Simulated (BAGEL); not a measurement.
# BH5S (B(H2S)H3) at HF/3-21G (density fitting with qzvpp-jkfit)

Aim: the energy change on altering one bond length of BH5S (B(H2S)H3) at HF/3-21G (density fitting with qzvpp-jkfit), from 2 runs. 

The calculation is run with BAGEL 1.2.2.

2 further runs of the same task are left out: 2 set aside as unsound or not needed.

**1. Starting point**

BH5S: 7 atoms, total charge 0, spin state singlet. As SMILES, `[H]B([H])([H])<-S`. The coordinates come from a GFN2-xTB relaxation.

Bond lengths: B1–S2 2.040 Å, S2–H3 1.336 Å, S2–H4 1.337 Å, B1–H5 1.181 Å, B1–H6 1.184 Å, B1–H7 1.181 Å. Angles: B1–S2–H3 98.0°, B1–S2–H4 98.0°, S2–B1–H5 102.5°, S2–B1–H6 103.4°, S2–B1–H7 102.5°, H3–S2–H4 92.0°, H5–B1–H6 115.4°, H5–B1–H7 114.9°, H6–B1–H7 115.4°.

**2. The energy at HF/3-21G (density fitting with qzvpp-jkfit)**

input.json reads:

```json
{ "bagel": [

{
  "title": "molecule",
  "basis": "3-21g",
  "df_basis": "qzvpp-jkfit",
  "angstrom": true,
  "geometry": [
    { "atom": "B", "xyz": [       0.127630,      -0.217240,      -0.817090 ] },
    { "atom": "S", "xyz": [       0.134050,      -0.231310,       1.222430 ] },
    { "atom": "H", "xyz": [       0.506250,       1.037510,       1.415020 ] },
    { "atom": "H", "xyz": [      -1.154430,       0.067690,       1.414850 ] },
    { "atom": "H", "xyz": [       1.280190,      -0.216980,      -1.075620 ] },
    { "atom": "H", "xyz": [      -0.453000,       0.779570,      -1.081760 ] },
    { "atom": "H", "xyz": [      -0.440700,      -1.219250,      -1.077830 ] }
  ]
},

{
  "title": "hf"
},

{
  "title": "print",
  "file": "orbitals.molden",
  "orbitals": true
}

]}
```

Command:

```console
$ BAGEL_NUM_THREADS=1 BAGEL input.json > input.out
```

What it wrote:

```text
* using 1 threads per process

  ===============================================================
  ===============================================================

  *** Geometry ***

  { "atom" : "B", "xyz" : [      0.241186,     -0.410524,     -1.544076 ] },
  { "atom" : "S", "xyz" : [      0.253318,     -0.437113,      2.310058 ] },
  { "atom" : "H", "xyz" : [      0.956674,      1.960610,      2.674000 ] },
  { "atom" : "H", "xyz" : [     -2.181557,      0.127916,      2.673679 ] },
  { "atom" : "H", "xyz" : [      2.419208,     -0.410033,     -2.032627 ] },
  { "atom" : "H", "xyz" : [     -0.856046,      1.473174,     -2.044230 ] },
  { "atom" : "H", "xyz" : [     -0.832802,     -2.304049,     -2.036804 ] },

  Number of auxiliary basis functions:      293

  Since a DF basis is specified, we compute 2- and 3-index integrals:
    o Being stored without compression. Storage requirement is 0.002 GB

  Number of basis functions:       32
  Number of electrons      :       26

    * METHOD: MOLECULE                             0.06

  *** RHF ***

  === Nuclear Repulsion ===
    54.1895368053

      * DIIS with orbital gradients will be used.

  === RHF iteration (3-21g) ===
      0       -422.88902362          0.01823670           0.01
      1       -422.93482271          0.00379984           0.00
      2       -422.93733689          0.00112668           0.00
      3       -422.93756689          0.00020530           0.00
      4       -422.93758019          0.00004128           0.00
      5       -422.93758067          0.00000958           0.00
      6       -422.93758070          0.00000220           0.00
      7       -422.93758070          0.00000032           0.00
      8       -422.93758070          0.00000007           0.00
      9       -422.93758070          0.00000002           0.00
     10       -422.93758070          0.00000001           0.00
    * SCF iteration converged.

    * Permanent dipole moment:
           (    0.359207,    -0.612682,    -1.375669) a.u.

    * METHOD: HF                                   0.10

    * METHOD: PRINT                                0.00

  ===============================================================
```

Run time: 0.45 s. Hardware: 1 thread of AMD EPYC 7B13 (Zen 3), shared host; peak memory 0.079 GiB.

**3. The distorted shape**

hf.json reads:

```json
{ "bagel" : [

{
  "title" : "molecule",
  "basis" : "3-21g",
  "df_basis" : "qzvpp-jkfit",
  "angstrom" : true,
  "geometry" : [
    { "atom" : "B", "xyz" : [    0.122494,   -0.205984,   -2.448664 ] },
    { "atom" : "S", "xyz" : [    0.134050,   -0.231310,    1.222430 ] },
    { "atom" : "H", "xyz" : [    0.506250,    1.037510,    1.415020 ] },
    { "atom" : "H", "xyz" : [   -1.154430,    0.067690,    1.414850 ] },
    { "atom" : "H", "xyz" : [    1.275054,   -0.205724,   -2.707194 ] },
    { "atom" : "H", "xyz" : [   -0.458136,    0.790826,   -2.713334 ] },
    { "atom" : "H", "xyz" : [   -0.445836,   -1.207994,   -2.709404 ] }
  ]
},
{
  "title" : "hf"
},
{
  "title" : "print",
  "file" : "orbitals.molden",
  "orbitals" : true
}

]}
```

Command:

```console
$ BAGEL_NUM_THREADS=1 BAGEL hf.json > hf.out
```

What it wrote:

```text
* using 1 threads per process

  ===============================================================
  ===============================================================

  *** Geometry ***

  { "atom" : "B", "xyz" : [      0.231480,     -0.389253,     -4.627304 ] },
  { "atom" : "S", "xyz" : [      0.253318,     -0.437113,      2.310058 ] },
  { "atom" : "H", "xyz" : [      0.956674,      1.960610,      2.674000 ] },
  { "atom" : "H", "xyz" : [     -2.181557,      0.127916,      2.673679 ] },
  { "atom" : "H", "xyz" : [      2.409503,     -0.388762,     -5.115855 ] },
  { "atom" : "H", "xyz" : [     -0.865752,      1.494445,     -5.127458 ] },
  { "atom" : "H", "xyz" : [     -0.842508,     -2.282778,     -5.120032 ] },

  Number of auxiliary basis functions:      293

  Since a DF basis is specified, we compute 2- and 3-index integrals:
    o Being stored without compression. Storage requirement is 0.002 GB

  Number of basis functions:       32
  Number of electrons      :       26

    * METHOD: MOLECULE                             0.06

  *** RHF ***

  === Nuclear Repulsion ===
    40.1963066022

      * DIIS with orbital gradients will be used.

  === RHF iteration (3-21g) ===
      0       -422.89298429          0.01564675           0.00
      1       -422.92764662          0.00307619           0.00
      2       -422.92941140          0.00086720           0.00
      3       -422.92955718          0.00014311           0.00
      4       -422.92956293          0.00002070           0.00
      5       -422.92956308          0.00000331           0.00
      6       -422.92956308          0.00000087           0.01
      7       -422.92956308          0.00000032           0.00
      8       -422.92956308          0.00000008           0.00
      9       -422.92956308          0.00000002           0.00
     10       -422.92956308          0.00000000           0.00
    * SCF iteration converged.

    * Permanent dipole moment:
           (    0.352690,    -0.602994,    -0.576013) a.u.

    * METHOD: HF                                   0.10

    * METHOD: PRINT                                0.00

  ===============================================================
```

It took 0.45 s on 1 thread of AMD EPYC 7B13 (Zen 3), shared host; peak memory 0.079 GiB.

**4. Results**

Level: HF/3-21G (density fitting with qzvpp-jkfit).

| quantity | value |
| --- | --- |
| first shape: total energy | -422.93758 Eh |
| first shape: dipole moment | 3.94 D |
| first shape: HOMO energy | -11.84 eV |
| first shape: LUMO energy | 3.83 eV |
| first shape: HOMO–LUMO gap | 15.67 eV |
| distorted shape: total energy | -422.92956 Eh |
| distorted shape: dipole moment | 2.30 D |
| distorted shape: HOMO energy | -11.10 eV |
| distorted shape: LUMO energy | 2.24 eV |
| distorted shape: HOMO–LUMO gap | 13.34 eV |
| energy change with the B1–S2 bond stretched from 2.040 to 3.671 Å | 0.218 eV |

What this shows: With the B1–S2 bond stretched from 2.040 to 3.671 Å the energy rises by 0.22 eV (5.0 kcal/mol). The first shape isn't relaxed at this level, so the change isn't measured from a minimum.
